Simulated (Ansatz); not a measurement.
## AsF2, doublet: the ladder up to UCCSDT(Q)

Geometry: a PBE0/def2-TZVP stationary point for this spin, not checked as a minimum.

```xyz
3

As    0.0000   -0.3875    0.0000
F     0.0000    0.7641   -1.2906
F     0.0000    0.7641    1.2906
```

Basis cc-pVTZ; Ansatz 0.2.0. Correlated methods freeze the noble-gas cores and the filled d shells of p-block atoms, which leaves 19 electrons in 87 orbitals. Prefix R: restricted or restricted open-shell reference; prefix U: unrestricted. Active spaces: valence = (19e, 12o) chosen from the atoms' valence shells. No spin–orbit coupling is included, and no scalar relativity.

Full CI isn't at hand for all of this; UCCSDT(Q) serves as the reference, and is uncertain by about the last step of the cluster series. The frozen core follows each run's orbitals, which can shift R against U totals by a few meV for light atoms and by up to 0.1 eV past Ca.

The UHF ⟨S²⟩ is 0.771 and the T1 diagnostic (RCCSD) is 0.0188. The largest doubles amplitude (RCCSD) is 0.055. The T1 diagnostic (UCCSD) is 0.0177.

Task: From what is known of these methods and the diagnostics, rank them by the size of their error in total energy against UCCSDT(Q) in cc-pVTZ, smallest first (an estimate: the text doesn't fix the numbers).
A. UHF
B. UCCSD
C. UCCSDT
D. UMP2
E. UCCSD(T)

Result: C (2.7 kJ/mol), E (4.0 kJ/mol), B (58.4 kJ/mol), D (74.2 kJ/mol), A (1694.5 kJ/mol).

All errors are against UCCSDT(Q) in cc-pVTZ. Within each family the higher level lies nearer, as is usual though not guaranteed.

Natural occupations of CASSCF (valence space) about the gap: 1.997 1.997 1.977 1.976 1.006 0.031 0.025; effectively unpaired electrons, Σ n²(2−n)², 1.01.

Atomization energy (electronic, same basis, no zero-point term; atoms at the same level, unrestricted beside the R rows where the molecule is a closed shell, but restricted open-shell past Ca, as are all atoms' steps beyond CCSDT(Q)) at UCCSDT(Q): 806.4 kJ/mol. Errors of other levels:

```csv
level,error (kJ/mol)
UHF,-329.6
UMP2,52.5
UCCSD,-29.1
UCCSD(T),-1.0
UCCSDT,-2.1
```

This basis is far from its limit, so the value isn't to be set against a measured one.
